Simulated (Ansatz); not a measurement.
System: CH6Si, charge 0, singlet. CH6Si (SMILES C[SiH3]).
B3LYP-D3(BJ)/def2-TZVP minimum from Ansatz (a first-principles code):
```xyz
8

C      0.0034    -0.0064    -1.2421
Si    -0.0017     0.0033     0.6340
H      0.0118    -1.0282    -1.6256
H     -0.8824     0.4951    -1.6359
H      0.8840     0.5079    -1.6311
H     -0.0132     1.3943     1.1492
H     -1.2005    -0.6969     1.1567
H      1.2042    -0.6795     1.1632
```

Total energies in cc-pV(T+d)Z, 14 correlated electrons, 6 frozen orbitals. UHF or UKS for unpaired electrons; spin-orbit terms are left out. Correlated methods leave the cores frozen. No relativity.

| method | program | energy (Eh) | minus CCSDT(Q) (mEh) |
|---|---|---|---|
| HF | Ansatz | -330.32571 | 369.86 |
| MP2 | Ansatz | -330.64383 | 51.74 |
| CCSD | Ansatz | -330.68294 | 12.63 |
| CCSD(T) | Ansatz | -330.69426 | 1.31 |
| CCSDT(Q) | Ansatz | -330.69557 | 0.00 |

Rough core times of Ansatz's runs on a shared machine: CCSD(T) under 20 s, CCSDT(Q) 70 min.
